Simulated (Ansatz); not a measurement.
Molecule: HO, net charge -1, singlet state. 
Geometry from a B3LYP-D3(BJ)/def2-TZVP (Ansatz, a program for electronic structure) optimisation:
```
O
H 1 0.9702
```
Charge -1, spin multiplicity 1.

Parts of the frozen-core correlation energy in cc-pVDZ (Ansatz, hartree). Frozen orbitals: 1; correlated occupied orbitals by spin: 4 and 4; virtual: 14 and 14. No spin-orbit coupling. No relativistic terms.

```json
[
 {"term": "reference (HF)", "value": "-75.33081"},
 {"term": "MP2 opposite-spin", "value": "-0.14410"},
 {"term": "MP2 same-spin", "value": "(withheld)"},
 {"term": "CCSD correlation", "value": "(withheld)"},
 {"term": "(T)", "value": "(withheld)"},
 {"term": "FCI minus CCSD(T)", "value": "-0.00067"},
 {"term": "CCSDT minus CCSD(T)", "value": "-0.00013"},
 {"term": "CCSDT(Q) minus CCSD(T)", "value": "-0.00069"},
 {"term": "T1 diagnostic", "value": "0.005"},
 {"term": "largest doubles amplitude", "value": "0.057"}
]
```

### Question
Complete the blanks.

### Answer

- MP2 same-spin, value: -0.05065
- CCSD correlation, value: -0.20218
- (T), value: -0.00228
